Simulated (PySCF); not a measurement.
Bonds (- single, = double, # triple, : aromatic): N1#C2 1.154 Å, C2-C3 1.367 Å, C3#C4 1.197 Å, C4-F5 1.258 Å.

How the numbers were obtained: PBE0-D3(BJ)/def2-TZVP structure, shieldings: GIAO B97-2/pcSseg-2, in PySCF 2.14 (non-relativistic Hamiltonian, gas phase, one computed conformer).

δ = σ(ref) − σ, references computed at the same level: TMS for ¹³C (σref 185.38); NH3 for ¹⁵N (σref 261.75); ¹⁹F (σref 175.98) against CFCl3.

```json
{"atoms": "N1", "nucleus": "¹⁵N", "count": "1", "δ (ppm)": "295.6"}
{"atoms": "F5", "nucleus": "¹⁹F", "count": "1", "δ (ppm)": "-213.3"}
{"atoms": "C3", "nucleus": "¹³C", "count": "1", "δ (ppm)": "9.0"}
{"atoms": "C2", "nucleus": "¹³C", "count": "1", "δ (ppm)": "?"}
{"atoms": "C4", "nucleus": "¹³C", "count": "1", "δ (ppm)": "?"}
```

Complete the table.

Answers


- C2: 109.5 ppm, nitrile carbon; C≡N carbons fall here, among the sp2 signals but without a proton
- C4: 89.7 ppm, alkyne carbon; the triple bond shields along its axis, which puts it between sp3 and sp2 carbons

Shifts are as computed. Against solution values, carbons near 30 ppm lie about +3 ppm off and those near 130 ppm about +7 ppm. Of 1211 compounds with measured shifts, 218 miss one by over three times the rms of a fit or turn the order of signals round; such compounds aren't used in these exercises. Unscaled 19F shifts against computed CFCl3 carry errors that often reach 10 to 50 ppm. Experimental scales use liquid or dissolved standards, which lie at an offset from isolated NH3 (liquid NH3: subtract about 20 ppm). Unscaled 15N shifts of sp2 nitrogen come out 20 to 40 ppm too high even then.
